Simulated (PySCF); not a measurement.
Run record: geometry optimisation, formaldehyde (`C=O`).

Computed with PBE/6-31+G* geometry optimisation, gas phase (PySCF 2.14.0). Start geometry: GFN2-xTB. The input is one job of a driver script: a line of settings, then coordinates in Å.

Input:
```
{"job": {"xc": "PBE", "basis": "6-31+G*", "grid": 1, "kind": "geom"}, "charge": 0, "multiplicity": 1}
C      0.003175     0.001019    -0.005928
O      1.176539    -0.209213    -0.014559
H     -0.748437    -0.806190     0.003826
H     -0.421043     1.019157    -0.006192
```

**Question.** Give the output.

**Answer.** 
```
step   0  E = -114.37248238  max force = 0.044921
step   1  E = -114.37400536  max force = 0.001210
step   2  E = -114.37400597  max force = 0.000487
step   3  E = -114.37400705  max force = 0.000143
optimisation converged
```

Energies in Eh; «max force» is the largest Cartesian gradient component in Eh/bohr.

**Question.** Give the first gradient maximum in eV/Å.

**Answer.** With 1 Eh/bohr = 51.422 eV/Å, 2.310 eV/Å.

**Question.** How much energy does the optimisation release, in kcal/mol?

**Answer.** E(step 0) − E(last step) = 0.001525 Eh, which is 1.0 kcal/mol.

Main results: final energy -114.37401 Eh after 3 steps; dipole 2.36 D.

**Question.** Give the final coordinates.

**Answer.** 0.019 Å rms from the input after alignment:
```
atom  x, y, z in Å
C1     0.0594   -0.0001   -0.0157
O2     1.2581   -0.2167   -0.0250
H3    -0.6920   -0.8300   -0.0060
H4    -0.3561    1.0396   -0.0163
```

On Arm Neoverse V2, one thread (shared host), this took 1.6 s wall and 0.24 GiB of memory at its peak.
Labels such as C1 count atoms from 1, the log's own numbers from 0.
